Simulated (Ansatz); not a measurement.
`NC/C=C\F`, relaxed with RKS PBE-D4/def2-SVP in the Gaussian-basis code of Ansatz from a rough embedded geometry. The force threshold is 0.03 eV/Å; the program also tests the step.

Total charge 0; spin multiplicity 1.

Start:

```xyz
11

N     1.466   -0.313    0.821
C     0.705   -0.111   -0.338
C    -0.508    0.666    0.018
C    -1.754    0.414   -0.281
F    -2.055   -0.810   -0.919
H     2.326   -0.876    0.634
H     0.947   -0.945    1.476
H     0.445   -1.020   -0.795
H     1.365    0.464   -1.054
H    -0.309    1.645    0.505
H    -2.628    0.887   -0.066
```

```json
{"step": "1", "energy (eV)": "-7400.1274", "largest force (eV/Å)": "4.212", "largest move (Å)": "0.000"}
{"step": "2", "energy (eV)": "-7400.5481", "largest force (eV/Å)": "1.659", "largest move (Å)": "0.113"}
{"step": "3", "energy (eV)": "-7400.5973", "largest force (eV/Å)": "1.306", "largest move (Å)": "0.083"}
{"step": "4", "energy (eV)": "-7400.6039", "largest force (eV/Å)": "0.474", "largest move (Å)": "0.148"}
{"step": "5", "energy (eV)": "-7400.6453", "largest force (eV/Å)": "0.257", "largest move (Å)": "0.097"}
{"step": "6", "energy (eV)": "-7400.6503", "largest force (eV/Å)": "0.100", "largest move (Å)": "0.053"}
{"step": "7", "energy (eV)": "-7400.6512", "largest force (eV/Å)": "0.033", "largest move (Å)": "0.016"}
{"step": "8", "energy (eV)": "-7400.6513", "largest force (eV/Å)": "0.018", "largest move (Å)": "0.006"}
```

End:

```xyz
11

N     1.531   -0.321    0.875
C     0.710   -0.138   -0.324
C    -0.507    0.682   -0.001
C    -1.770    0.360   -0.318
F    -2.091   -0.759   -0.999
H     2.393   -0.825    0.631
H     1.032   -0.925    1.540
H     0.387   -1.076   -0.838
H     1.324    0.423   -1.065
H    -0.350    1.613    0.567
H    -2.657    0.966   -0.067
```

It took 8.5 s on 4 threads of an Arm Neoverse V2 on a shared host, with 0.19 GiB of host memory at the peak.
